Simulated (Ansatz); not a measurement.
Stepwise reaction of `[MgH2]` with hydrogen chloride, as a gas-phase model of exchange steps in deposition or etching. ΔE in kJ/mol; ΔG adds harmonic PBE0-D4 terms to CCSD(T)/CBS, at 1 bar.

Computed with Ansatz on PBE0-D4/def2-TZVP structures; ΔE is electronic, products minus reactants. CBS: MP2 limit from def2 TZ/QZ plus the TZ coupled-cluster correction, frozen cores. This one scheme is used for every species. DFT in def2-TZVPP. B3LYP here is the variant with VWN-RPA as its local correlation; programs differ in this. For Mg outer-core shells are correlated without core-valence functions, which leaves a few kJ/mol of doubt a bond.

```
step                                 reaction  PBE-D4  B3LYP-D4  ωB97M-V  CCSD(T)/CBS  ΔG(400 K)
   2  `[MgH][Cl]` + HCl → `[Cl][Mg][Cl]` + H₂  -166.0    -171.2   -170.3       -177.4     -166.6
```

Task: Give the row of step 1, `[MgH2]` + HCl → `[MgH][Cl]` + H₂. (Estimate.)

Result: The calculation gave: 
```
step                           reaction  PBE-D4  B3LYP-D4  ωB97M-V  CCSD(T)/CBS  ΔG(400 K)
   1  `[MgH2]` + HCl → `[MgH][Cl]` + H₂  -179.3    -183.7   -184.2       -189.5     -183.7
```

Task: By hand: ΔE of the 2 steps together at CCSD(T)/CBS.

Result: (-189.5) + (-177.4) = -366.9 kJ/mol, or -183.4 kJ/mol a step.

In ΔE each step is higher than the one before. All are downhill at CCSD(T)/CBS. ΔG lies between -183.7 and -166.6 kJ/mol a step. PBE-D4 differs from CCSD(T)/CBS by 10.2 to 11.4 kJ/mol a step. Isolated molecules leave out the surface, adducts and barriers. Largest T1 diagnostic: 0.007.
